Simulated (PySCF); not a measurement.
# Working out the ionisation energy of F

F [He] 2s2 2p5 (2P) → F+ [He] 2s2 2p4 (3P). All numbers are calculated (PySCF 2.14, no relativity, point nucleus, in def2-SVP (3s2p1d, 14 functions)). Frozen: 1s2. Energies in hartree (1 hartree = 27.21139 eV):

```
            part   F (lower)  F+ (upper)
             UHF  -99.284051  -98.704449
CCSD correlation   -0.149750   -0.109064
             (T)   -0.000916   -0.000823
```

Q: What does Hartree-Fock give?

A: (-98.704449) − (-99.284051) = 0.579602 hartree = 15.772 eV.

Q: What do CCSD and CCSD(T) give?

A: The CCSD correlation energies differ by 0.040686 hartree = 1.107 eV and the triples by 0.000093 hartree = 0.003 eV, so CCSD gives 16.879 eV and CCSD(T) 16.882 eV.

Measured between the centres of the two terms (NIST): 17.427 eV, so CCSD(T) (valence) is off by -0.545 eV.

A double-zeta basis recovers only part of the correlation energy.

What remains against the reference includes basis incompleteness, the frozen core and higher excitations.
